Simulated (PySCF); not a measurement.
**Reproducing measurements on C4H8**

**The experiment to reproduce.**

From NIST CCCBDB Release 22 (SRD 101), experimental dipoles, for the gas: dipole moment (microwave Stark effect, vibrational ground state) 0.257 ± 0.005 D.

The runs below try to reproduce these values; the comparison stands at the end.

C4H8.
Atom-mapped SMILES: `[CH3:1]/[CH:2]=[CH:3]\[CH3:4]` (hydrogens: H5, H6, H7 on C1; H8 on C2; H9 on C3; H10, H11, H12 on C4)

Structure used (GFN2-xTB), in Å, numbered top down from 1:
```xyz
12
C4H8 angstrom
C      1.5546   -0.4722    0.1045
C      0.6995    0.7226   -0.1655
C     -0.6229    0.7874   -0.1794
C     -1.5949   -0.3194    0.0704
H      2.1986   -0.2787    0.9624
H      2.1994   -0.6646   -0.7530
H      0.9699   -1.3644    0.3050
H      1.2613    1.6259   -0.3704
H     -1.0896    1.7410   -0.3959
H     -1.1020   -1.2623    0.2852
H     -2.2378   -0.0635    0.9127
H     -2.2349   -0.4526   -0.8020
```

The PySCF runs (gas phase, on this GFN2-xTB geometry; no spin–orbit coupling):

| level | job | basis functions | wall time |
| --- | --- | --- | --- |
| PBE0/pcSseg-1 | shieldings, charges and field gradients | 108 | 6.0 s |
| CAM-B3LYP/def2-SVPD | 8 singlets by full TDDFT, 3 Tamm–Dancoff triplets, polarisability | 144 | 16 s |
| B3LYP/pcJ-1 | spin–spin couplings from 12 perturbed nuclei, spin–dipole term left out | 188 | 12 s |

Hardware: x86-64 server, one thread, no GPU (shared host).

Results beside the measurements:

**Dipole moment.** Measured: 0.257 D (NIST CCCBDB Release 22 (SRD 101), experimental dipoles).

```tsv
level	computed (D)	computed − measured (D)
PBE0/pcSseg-1	0.238	-0.019
CAM-B3LYP/def2-SVPD	0.222	-0.035
B3LYP/pcJ-1	0.200	-0.057
```

Closest is PBE0/pcSseg-1 (-0.019 D), furthest B3LYP/pcJ-1 (-0.057 D); one molecule doesn't rank methods. All 3 levels lie below the measurement. The computed dipoles belong to one fixed geometry; measured ones are averaged over vibrations unless marked μe. Magnitudes are compared, not signs.

The geometry is computed, not the measured one. Where a level misses, the cause wasn't examined.
